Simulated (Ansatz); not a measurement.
## SiC, pressure series

Consider SiC in the zinc blende structure (space group F-43m, No. 216; a = 4.3563 Å).

Cell and atoms are relaxed at each pressure.

Calculations: r2SCAN/PAW in Ansatz (an electronic-structure program), without spin-orbit coupling.

```tsv
pressure (GPa)	volume per atom (Å³/atom)
-2	10.427
-1	10.380
0	10.334
0.9	10.293
2.1	10.241
4.5	10.138
9	?
22.5	9.499
30	9.281
```

Q: Fit the third-order Birch–Murnaghan form P(V) = (3B₀/2)[(V₀/V)^(7/3) − (V₀/V)^(5/3)]·[1 + (3/4)(B₀′ − 4)((V₀/V)^(2/3) − 1)] (squares taken in P) to the rows shown and predict the withheld row.

A: Least squares on the printed values gives V₀ = 10.334 Å³/atom, B₀ = 227 GPa, B₀′ = 3.8; this predicts 9.959 Å³/atom, and the run gives 9.960 Å³/atom, in agreement.

Measured bulk modulus of SiC: 229.1 GPa (static lattice; corrected from measurement; as listed in Daniel Mejia-Rodriguez, S. B. Trickey, Phys. Rev. B (2018)); the computed value is 1 % below it.

Load acts through the strain it causes; cell and atoms are relaxed under it. Whether these cells are dynamically stable was not tested. Competing high-pressure phases were not computed.
